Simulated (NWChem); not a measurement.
# phenol (C6H6O); SMILES c1ccccc1O

```xyz
13

O     -0.0738    -2.2975     0.0000
C     -0.0127    -0.9488     0.0000
C     -1.2195    -0.2400     0.0000
C     -1.2054     1.1507     0.0000
C      0.0010     1.8538     0.0000
C      1.2001     1.1444     0.0000
C      1.1988    -0.2495     0.0000
H      0.8201    -2.6556     0.0000
H     -2.1557    -0.8019     0.0000
H     -2.1537     1.6942     0.0000
H      0.0050     2.9457     0.0000
H      2.1540     1.6781     0.0000
H      2.1444    -0.8016     0.0000
```
Atoms are numbered in this order, from 1.

Program: NWChem. Pople sets run with spherical d functions. Coordinates come from a PBE0/def2-SVP optimisation. Level: PBE/6-31G* with SMD (1 M gas to 1 M solution), gas-phase geometry.

Question: Predict the results for solvent acetone. Quantities: solvation free energy (kcal/mol); cavity-dispersion-structure term (kcal/mol); dipole in solution (D).

Answer: 
```json
{
  "solvation free energy (kcal/mol)": "-8.1",
  "cavity-dispersion-structure term (kcal/mol)": "-2.3",
  "dipole in solution (D)": "1.82"
}
```
